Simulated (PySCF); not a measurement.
Compound: tetracarbon monosulfide, C4S (triplet state).
Bonds: C1–C2 (double), C2–C3 (double), C3–C4 (double), C4–S5 (double).

The species is tetracarbon monosulfide, `S=C=C=C=[C]` [triplet].

Method used: PySCF 2.14.0, UKS B3LYP, IGLO-III on C S, non-relativistic, mean-field spin-orbit, GIAO. Spin–spin part from the singly occupied natural orbitals, spin–orbit part to second order with van Wüllen's prefactor. Geometry: PBE0-D3(BJ)/def2-SVP; no solvent, vibrations or thermal averaging. The SCF solution wasn't tested for stability.

Problem. Give D and E of this S = 1 state, with their spin–spin and spin–orbit parts.

Solution. D = +3.581 cm⁻¹ and E = 0.000 cm⁻¹, with E given the sign of D (E/D = 0.00; 0 is axial, 1/3 the rhombic limit). Point group C∞v requires E = 0. Diagonalised alone, the spin–spin tensor gives D = +0.152, E = 0.000 and the spin–orbit tensor D = +3.429, E = 0.000 cm⁻¹; in size the spin–orbit D is 23 times the other. The largest Mulliken spin populations are on C1 (+0.72), S5 (+0.71), C3 (+0.34) and C2 (+0.13). Three atoms exceed +0.15.

Problem. Express D in other units.

Solution. D = +107.35 GHz = +3828 mT (with g_iso = 2.0039) = +5.152 K = +444.0 μeV.

Problem. What are the three sublevel energies at zero field and the gaps between them?

Solution. With H = D(Sz² − 2/3) + E(Sx² − Sy²): Tz at -2.387 cm⁻¹, Tx at +1.194 cm⁻¹, Ty at +1.194 cm⁻¹. The gaps are |D| − |E| = 107.35 GHz, |D| + |E| = 107.35 GHz and 2|E| = 0.00 GHz.

Problem. How are these sublevels filled in thermal equilibrium at 2 K and zero field?

Solution. kT = 1.39 cm⁻¹, so the Boltzmann shares are Tz 86.8 %, Tx 6.6 %, Ty 6.6 %.

Problem. Where do the strong lines fall at 9.757 GHz with the field along each axis of D (isotropic g = 2.0039, hyperfine left aside, microwave field at right angles)?

Solution. From exact diagonalisation up to 8500 mT, keeping lines above a fifth of the strength of a high-field Δm = ±1 line:

```json
{"field along": "x", "resonance fields (mT)": "1205"}
{"field along": "y", "resonance fields (mT)": "1205"}
{"field along": "z", "resonance fields (mT)": "3480, 4176"}
```

Without D the line would be at 348 mT. The microwave quantum is 0.325 cm⁻¹, against |D| + |E| = 3.581 cm⁻¹.

Natural occupations around the open shell: 1.993, 1.000, 1.000, 0.007. ⟨S²⟩ = 2.0317 against the exact 2.0000, so spin contamination is small.

Principal g values: 2.0022, 2.0047, 2.0047.
